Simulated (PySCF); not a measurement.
Acid–base and redox partners of C=CC#N. Gas-phase values, no solvent. Strings in code marks are SMILES.

The numbers are results of B3LYP-D3(BJ)/def2-TZVPD // PBE0-D4/def2-TZVPD in PySCF, not measurements. B3LYP has the VWN-RPA correlation part, as in Gaussian. 

| species | HOMO (eV) |
|---|---|
| neutral parent (`C=CC#N`) | ___ |
| proton removed from C1 (`[C-](=C/C#N)/[H]` (not the most acidic site)) | -0.19 |
| proton removed from C2 (`C=[C-]C#N`) | -0.17 |

**Question.** Some entries are withheld; supply them.

**Answer.** 
- neutral parent (`C=CC#N`), HOMO (eV): -8.25
